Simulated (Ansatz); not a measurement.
The cluster P2S2⁻, relaxed as a quartet with UKS PBE0-D4/def2-TZVPD in Ansatz, starting from the PBE0-D4/def2-TZVPD geometry of the charge -1 doublet. Force threshold 0.02 eV/Å.

At PBE0-D4/def2-TZVPD a doublet of charge -1 lies 1.03 eV below the quartet, each at its own geometry. The structure comes from a short search, and lower isomers may exist.

Start:

```
atom   x (Å)   y (Å)   z (Å)
  P1  -0.418   0.819   1.320
  P2  -0.010   0.415  -0.818
  S3  -1.369  -0.812   0.476
  S4   1.796  -0.422  -0.978
```

```
step  energy (eV)  largest force component (eV/Å)  SCF passes
   1  -40235.1575                           2.354          28
   2  -40235.6816                           1.890          36
   3  -40236.3404                           1.607          35
   4  -40236.8782                           0.873          30
   5  -40237.0595                           0.200          29
   6  -40237.0673                           0.062          26
   7  -40237.0676                           0.004          25
```

Force components are those of the run's own axes.

End:

```xyz
4

P    -0.5636    0.5450    1.0652
P     0.4143    0.7500   -1.0076
S    -1.8835   -0.9221    1.0690
S     2.0328   -0.3729   -1.1266
```

Bonds lost: P2–S3 (atoms count from 1).

No frequencies were taken in this run, so the end may be a saddle point.

Hardware: 4 threads of AMD EPYC 7R43 on a shared host. Wall time 21 s, peak host memory 0.71 GiB.
